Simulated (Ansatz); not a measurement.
# One shape, several levels: BF2 (SMILES F[B]F)

Wanted: a comparison of 6 runs (UHF/3-21G, UB3LYP/def2-SVP, UB3LYP/6-31G*, CASSCF(7,6)/3-21G, UBCCD(T)/Sapporo-DZP, UCCSD/cc-pVTZ) of BF2. 

The calculation is run with Ansatz 0.2.0.

6 further runs of the same task are left out: 2 that didn't finish, 4 set aside as unsound or not needed.

## (1) Starting point

BF2: 3 atoms, total charge 0, spin state doublet. As SMILES, `F[B]F`. The coordinates come from a PBE0-D4/def2-TZVP relaxation.

Bond lengths: F1–B2 1.306 Å, B2–F3 1.306 Å. Angles: F1–B2–F3 121.1°.

## (2) Energy and forces at UHF/3-21G (run 1)

The input, run.yaml:

```yaml
basis:
  gaussian:
    orbitals: 3-21G.json
crystal:
  periodic: [false, false, false]
  atoms:
    - {symbol: F, position_ang: [0.513100, -1.044300, 0.160000]}
    - {symbol: B, position_ang: [0.279000, 0.240500, 0.181300]}
    - {symbol: F, position_ang: [-0.802900, 0.738900, -0.354600]}
accuracy: high
output: {forces: true, orbitals: {seedname: orbitals}}
hamiltonian:
  xc: hf
magnetization:
  spin_polarized: true
  initial_magnetization: 1
```

The basis set 3-21G is read from a file made from the Basis Set Exchange's data (not shown).

Command:

```console
$ ansatz run run.yaml --threads 1 --pin off --max-ram 2610MiB --events-out events.jsonl --progress --plain --runs-dir runs
```

The log of the run:

```text
Warning: RAYON_NUM_THREADS=1 ignored (pool sized by the plan → 1); use --threads N
Functional definition: HF
  name "HF"
  exchange = exact_x
  correlation = 0
522 factors; integrals over basis functions are off by at most 3.1e-9 eV
mean field evaluation 1: about -6050.2563 eV, gradient 1.9e1 eV
mean field evaluation 2: about -6050.2760 eV, gradient 1.9e1 eV
mean field evaluation 4: about -6052.0320 eV, gradient 1.9e0 eV
mean field evaluation 8: about -6052.0906 eV, gradient 2.8e-1 eV
mean field evaluation 16: about -6052.0917 eV, gradient 4.9e-8 eV
mean field -6052.09168262 eV, -222.4102670812 hartree, gradient 4.9e-8 eV, S^2 0.752498; 0 other end points of the search recorded, 0 dependent functions left out
the calculation of the forces begins
reference -6052.09168262 eV, -222.4102670812 hartree; 12, 11 occupied and 15, 16 virtual orbitals, 522 factors
Total energy: -6052.09168262 eV, -222.4102670812 hartree
Atom 0 at     0.513100    -1.044300     0.160000 Å, force     0.216044    -1.534861    -0.060376 eV/Å
Atom 1 at     0.279000     0.240500     0.181300 Å, force     1.085895     1.010645     0.714079 eV/Å
Atom 2 at    -0.802900     0.738900    -0.354600 Å, force    -1.301939     0.524216    -0.653703 eV/Å
Dipole moment:     0.112663     0.104454     0.074040 e Å
```

Wall time 0.18 s (1 thread of Arm Neoverse V2, shared host).

## (3) Energy and forces at UB3LYP/def2-SVP (run 2)

The input, molecule.yaml:

```yaml
basis:
  gaussian:
    orbitals: def2-SVP
crystal:
  periodic: [false, false, false]
  atoms:
    - {symbol: F, position_ang: [0.513100, -1.044300, 0.160000]}
    - {symbol: B, position_ang: [0.279000, 0.240500, 0.181300]}
    - {symbol: F, position_ang: [-0.802900, 0.738900, -0.354600]}
output: {forces: true, orbitals: {seedname: orbitals}}
magnetization:
  spin_polarized: true
  initial_magnetization: 1
hamiltonian:
  xc: {name: B3LYP}
accuracy: high
```

Command:

```console
$ ansatz run molecule.yaml --threads 1 --pin off --max-ram 2610MiB --events-out events.jsonl --progress --plain --runs-dir runs
```

The log of the run, cut to the lines that bear on the results:

```text
Warning: RAYON_NUM_THREADS=1 ignored (pool sized by the plan → 1); use --threads N
Functional definition: B3LYP
  name "B3LYP"
[...]
825 factors; integrals over basis functions are off by at most 3.4e-9 eV
[...]
mean field -6106.15881964 eV, -224.3971977186 hartree, gradient 4.0e-8 eV, S^2 0.751292; 0 other end points of the search recorded, 0 dependent functions left out
[...]
reference -6106.15884662 eV, -224.3971987102 hartree; 12, 11 occupied and 30, 31 virtual orbitals, 825 factors
Total energy: -6106.15884662 eV, -224.3971987102 hartree
Atom 0 at     0.513100    -1.044300     0.160000 Å, force     0.033657    -0.152045     0.000748 eV/Å
Atom 1 at     0.279000     0.240500     0.181300 Å, force     0.091545     0.087298     0.060444 eV/Å
Atom 2 at    -0.802900     0.738900    -0.354600 Å, force    -0.125202     0.064747    -0.061192 eV/Å
Dipole moment:     0.028574     0.026444     0.018773 e Å
```

Wall time 2.5 s (1 thread of Arm Neoverse V2, shared host).

## (4) Energy and gradient at UB3LYP/6-31G(d) (Cartesian functions) (run 3)

The input, input.yaml:

```yaml
crystal:
  periodic: [false, false, false]
  atoms:
    - {symbol: F, position_ang: [0.513100, -1.044300, 0.160000]}
    - {symbol: B, position_ang: [0.279000, 0.240500, 0.181300]}
    - {symbol: F, position_ang: [-0.802900, 0.738900, -0.354600]}
basis:
  gaussian:
    orbitals: "6-31G*"
magnetization:
  spin_polarized: true
  initial_magnetization: 1
hamiltonian:
  xc: {name: B3LYP}
accuracy: high
output: {forces: true, orbitals: {seedname: orbitals}}
```

Command:

```console
$ ansatz run input.yaml --threads 1 --pin off --max-ram 2610MiB --events-out events.jsonl --progress --plain --runs-dir runs
```

The log of the run, cut to the lines that bear on the results:

```text
Warning: RAYON_NUM_THREADS=1 ignored (pool sized by the plan → 1); use --threads N
[... 2 set-up lines as earlier in the session ...]
[...]
849 factors; integrals over basis functions are off by at most 3.3e-9 eV
[...]
mean field -6110.63296020 eV, -224.5616193516 hartree, gradient 7.9e-8 eV, S^2 0.751209; 0 other end points of the search recorded, 0 dependent functions left out
[...]
reference -6110.63298218 eV, -224.5616201592 hartree; 12, 11 occupied and 33, 34 virtual orbitals, 849 factors
Total energy: -6110.63298218 eV, -224.5616201592 hartree
Atom 0 at     0.513100    -1.044300     0.160000 Å, force     0.092441    -0.442305    -0.000827 eV/Å
Atom 1 at     0.279000     0.240500     0.181300 Å, force     0.276020     0.258495     0.181696 eV/Å
Atom 2 at    -0.802900     0.738900    -0.354600 Å, force    -0.368461     0.183811    -0.180869 eV/Å
Dipole moment:     0.031711     0.029357     0.020835 e Å
```

Run time: 2.8 s. Hardware: 1 thread of Arm Neoverse V2, shared host.

Runs 4 to 5 aren't shown in full; the table further down has their settings and results.

## (5) Energy and forces at UCCSD/cc-pVTZ (run 6)

The input, run.yaml:

```yaml
crystal:
  periodic: [false, false, false]
  atoms:
    - {symbol: F, position_ang: [0.513100, -1.044300, 0.160000]}
    - {symbol: B, position_ang: [0.279000, 0.240500, 0.181300]}
    - {symbol: F, position_ang: [-0.802900, 0.738900, -0.354600]}
basis:
  gaussian: {orbitals: cc-pVTZ}
scf: {omitted_lower_state_checks: [cluster_reference, increment]}
accuracy: high
correlation: {method: ccsd, frozen_orbitals: {B: 1, F: 1}}
magnetization: {spin_polarized: true, initial_magnetization: 1}
output: {forces: true, orbitals: {seedname: orbitals}}
```

Command:

```console
$ ansatz run run.yaml --threads 1 --pin off --max-ram 2610MiB --events-out events.jsonl --progress --plain --runs-dir runs
```

The log of the run:

```text
Warning: RAYON_NUM_THREADS=1 ignored (pool sized by the plan → 1); use --threads N
[... 11 lines left out ...]
3 core orbitals not correlated: weight in the atoms' cores, before any rotation towards them, 1.000 or more for the frozen orbitals, at most 0.000 for the correlated occupied ones
[... 24 lines left out ...]
Total energy: -6102.97077331 eV, -224.2800391769 hartree
[... 3 lines left out ...]
Dipole moment:     0.047444     0.043947     0.031175 e Å
Checks for a lower state left out: cluster_reference, increment
```

It took 1.8 min on 1 thread of Arm Neoverse V2, shared host; peak memory 1.4 GiB.

## (6) All runs side by side

| run | level | Cartesian functions | task | energy (Eh) | dipole moment (D) | HOMO energy (eV) | LUMO energy (eV) | wall time |
| --- | --- | --- | --- | --- | --- | --- | --- | --- |
| 1 | UHF/3-21G | no | gradient | -222.410267 | 0.82 | -10.97 | 2.50 | 0.18 s |
| 2 | UB3LYP/def2-SVP | no | gradient | -224.397199 | 0.21 | -6.71 | -2.52 | 2.5 s |
| 3 | UB3LYP/6-31G* (Cartesian functions) | yes | gradient | -224.561620 | 0.23 | -6.40 | -1.97 | 2.8 s |
| 4 | CASSCF(7,6)/3-21G | no | energy | -222.461768 | – | – | – | 0.82 s |
| 5 | UBCCD(T)/Sapporo-DZP | no | gradient | -224.079852 | 0.20 | -11.22 | 2.25 | 15 s |
| 6 | UCCSD/cc-pVTZ | no | gradient | -224.280039 | 0.34 | -11.25 | 1.89 | 1.8 min |

## (7) Outcome

| quantity | value |
| --- | --- |
| run 6: total energy | -224.28004 Eh |
| run 6: dipole moment (correlated density) | 0.34 D |
| run 6: HOMO energy (Hartree–Fock orbitals) (highest over α and β) | -11.25 eV |
| run 6: LUMO energy (Hartree–Fock orbitals) (lowest over α and β) | 1.89 eV |
| run 6: correlation energy (3 core orbitals frozen) | -572.6 mEh |
| run 6: ⟨S²⟩ of the reference determinant | 0.752 |
| run 6: T1 diagnostic | 0.015 |
| run 6: largest force on an atom | 0.017 eV/Å |

What this shows: Over runs 1, 2, 3, 5, 6 the dipole moment (its size) runs from 0.20 D (UBCCD(T)/Sapporo-DZP) to 0.82 D (UHF/3-21G). The two ends differ in method and basis. All runs together took 2.2 min, the longest 1.8 min.
